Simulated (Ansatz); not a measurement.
Species: CCl4, SMILES `ClC(Cl)(Cl)Cl` (charge 0, multiplicity 1).

### Question
Give a relaxed geometry from Ansatz (a program for electronic structure) with PBE0-D4/def2-TZVP.

### Answer
the end point of this relaxation (outside a Z-matrix the atoms follow the SMILES, hydrogens last).
Z-matrix (Å, degrees):
```
C
Cl 1 1.7629
Cl 1 1.7629 2 109.47
Cl 1 1.7629 2 109.47 3 -120.00
Cl 1 1.7629 2 109.47 3 120.00
```
